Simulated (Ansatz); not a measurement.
# MgN2H4 (SMILES [NH2][Mg][NH2]): functionals against CCSD(T) at one geometry

The task here is to estimate one member of a computed series from the others.

The runs use Ansatz 0.2.0, Gaussian basis; single points in def2-TZVPP.

Correlated methods freeze the cores. The outer core shell of Li, Na, Mg and K is correlated.

## Starting geometry

SMILES `[NH2][Mg][NH2]`, 7 atoms, charge 0, spin multiplicity 1.

Atoms are counted from 1 here; the program's logs count them from 0.

Bond lengths: N1–Mg2 1.863 Å, N1–H4 1.017 Å, N1–H5 1.056 Å, Mg2–N3 1.930 Å, N3–H6 1.061 Å, N3–H7 1.013 Å. Angles: Mg2–N1–H4 117.2°, Mg2–N1–H5 115.2°, H4–N1–H5 101.7°, N1–Mg2–N3 129.3°, Mg2–N3–H6 114.5°, Mg2–N3–H7 112.8°, H6–N3–H7 104.6°.

Coordinates:

```mol
H4MgN2
  3D, bonds by distance, orders not assigned

  7  6  0  0  0  0  0  0  0  0999 V2000
   -1.2824   -0.0277   -1.1470 N   0  0
    0.5227    0.3312   -0.8571 Mg  0  0
    1.5807    0.0686    0.7351 N   0  0
   -1.6374   -0.9222   -0.8170 H   0  0
   -1.9534    0.6493   -0.6920 H   0  0
    1.4572   -0.8808    1.1934 H   0  0
    1.3633    0.7358    1.4655 H   0  0
  1  2  8  0
  1  4  8  0
  1  5  8  0
  2  3  8  0
  3  6  8  0
  3  7  8  0
M  END
```

Set-up of the first run:

File run/in.yaml:

```yaml
crystal:
  periodic: [false, false, false]
  atoms:
    - {symbol: N, position_ang: [-1.282400, -0.027700, -1.147000]}
    - {symbol: Mg, position_ang: [0.522700, 0.331200, -0.857100]}
    - {symbol: N, position_ang: [1.580700, 0.068600, 0.735100]}
    - {symbol: H, position_ang: [-1.637400, -0.922200, -0.817000]}
    - {symbol: H, position_ang: [-1.953400, 0.649300, -0.692000]}
    - {symbol: H, position_ang: [1.457200, -0.880800, 1.193400]}
    - {symbol: H, position_ang: [1.363300, 0.735800, 1.465500]}
basis:
  gaussian: {orbitals: def2-TZVPP}
correlation: {method: ccsd_t}
output: {forces: true}
```

The command line of these runs was not kept.

Among the steps run: CCSD(T)/def2-TZVPP; PBE0-D4/def2-TZVPP; wB97M-V/def2-TZVPP; r2SCAN-D4/def2-TZVPP; PBE-D4/def2-TZVPP; HSE06-D4/def2-TZVPP; B97M-V/def2-TZVPP.

One table of the session follows, with a row left open; its other results are not shown here.

```
   method  RMS force component (eV/Å)  angle to CCSD(T) forces (°)  dipole (D)
  CCSD(T)                       0.827                    reference        2.17
  PBE0-D4                       0.849                          2.4        2.01
  wB97M-V                       0.849                          3.0        1.99
r2SCAN-D4                           ?                            ?           ?
   PBE-D4                       0.748                         11.2        1.87
 HSE06-D4                       0.846                          2.1        2.01
   B97M-V                       0.876                          5.2        2.13
```

Estimate the missing values for r2SCAN-D4.

**Answer.** RMS force component (eV/Å): 0.817; angle to CCSD(T) forces (°): 0.8; dipole (D): 2.04. In the column «RMS force component (eV/Å)» it lies between PBE-D4 (0.748) and CCSD(T) (0.827).
